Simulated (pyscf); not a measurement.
Single points on ωB97X-D3(BJ)/def2-SVP structures (PySCF, gas phase).

Task: PBE/def2-TZVP puts the barrier of Cl–C(Cl)(Cl)–Cl + CH₃• -> Cl• + H₃C–C(Cl)(Cl)–Cl (substitution at C; doublet surface; C–Cl broken, C–C formed) at 184.1 kJ/mol and the reaction energy at -71.7 kJ/mol, from the separated reactants. What do B3LYP-D3(BJ)/def2-TZVP, PBE0-D3(BJ)/def2-TZVP, ωB97M-D3(BJ)/def2-TZVP give on the same structures?

Result: B3LYP-D3(BJ): ΔE‡ = 198.0 kJ/mol, ΔE = -89.2 kJ/mol; PBE0-D3(BJ): ΔE‡ = 209.3 kJ/mol, ΔE = -85.5 kJ/mol; ωB97M-D3(BJ): ΔE‡ = 225.3 kJ/mol, ΔE = -93.3 kJ/mol. PBE's barrier lies under all of them, by 14.0 to 41.2 kJ/mol. Its reaction energy lies over all of them, by 13.9 to 21.6 kJ/mol. Low barriers are usual for a GGA, whose delocalisation error favours stretched bonds. One saddle was located; it need not be the lowest between these sides. The angle at the attacked C is 180°. An unrestricted DFT solution here is markedly spin-contaminated. Left out: the spin-orbit lowering of Cl.
